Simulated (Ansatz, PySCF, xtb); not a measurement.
Bonds broken one at a time in the series Si Cl-Br. All species are isolated molecules in the gas phase. Strings in code marks are SMILES.

Quantity: homolytic bond dissociation enthalpy at 298 K (no spin–orbit term), in eV. Enthalpy corrections at 298 K come from GFN2-xTB frequencies (xtb).

Level 1: frozen-core MP2/cc-pVTZ // B3LYP-D3(BJ)/def2-TZVP (Ansatz, a program for electronic structure)
Level 2: B3LYP/6-311+G** (LANL2DZ on Br) // B3LYP-D3(BJ)/def2-TZVP (PySCF)
Level 3: B3LYP/LANL2DZ // B3LYP-D3(BJ)/def2-TZVP (PySCF)
Level 4: PBE/6-31G* // B3LYP-D3(BJ)/def2-TZVP (PySCF)

| species | level 1 | level 2 | level 3 | level 4 |
|---|---|---|---|---|
| Si–Br bond of `Cl[Si](Cl)(Br)Br`, giving `Cl[Si](Cl)Br` and `[Br]` | 4.19 | 3.17 | 2.40 | 3.79 |
| Cl–Si bond of `Cl[Si](Cl)(Cl)Br`, giving `Cl[Si](Cl)Br` and `[Cl]` | ? | 4.07 | 2.94 | 4.34 |
| Si–Br bond of `Cl[Si](Cl)(Cl)Br`, giving `Cl[Si](Cl)Cl` and `[Br]` | ? | 3.25 | ? | 3.86 |

Question: Fill in the missing entries.

Answer: 
- Cl–Si bond of `Cl[Si](Cl)(Cl)Br`, giving `Cl[Si](Cl)Br` and `[Cl]`, level 1: 4.77
- Si–Br bond of `Cl[Si](Cl)(Cl)Br`, giving `Cl[Si](Cl)Cl` and `[Br]`, level 1: 4.23
- Si–Br bond of `Cl[Si](Cl)(Cl)Br`, giving `Cl[Si](Cl)Cl` and `[Br]`, level 3: 2.46
